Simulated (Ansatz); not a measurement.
# Si (diamond): energy against volume

The calculation used DFT, revPBE, plane waves (420 eV) with PAW, scalar-relativistic in Ansatz 0.2.0. The PAW files were generated under PBE, with cores re-solved for the functional.

The cell is scaled uniformly from the relaxed one, with fractional coordinates and shape fixed. Energies are extrapolated to zero smearing, pressures are those at the given smearing. Magnetic state: spin not included.

A Birch-Murnaghan fit gives V₀ = 20.73 Å³/atom, B₀ = 86 GPa, B₀′ = 4.3.

Question: What are the energy above the minimum and the pressure at 18.252 Å³/atom?

Answer: 99.2 meV/atom and 14.33 GPa as computed.

Question: What are the energy above the minimum and the pressure at 19.082 Å³/atom?

Answer: 40.6 meV/atom and 8.50 GPa as computed.

Question: What are the energy above the minimum and the pressure at 21.571 Å³/atom?

Answer: 8.5 meV/atom and -3.14 GPa as computed.
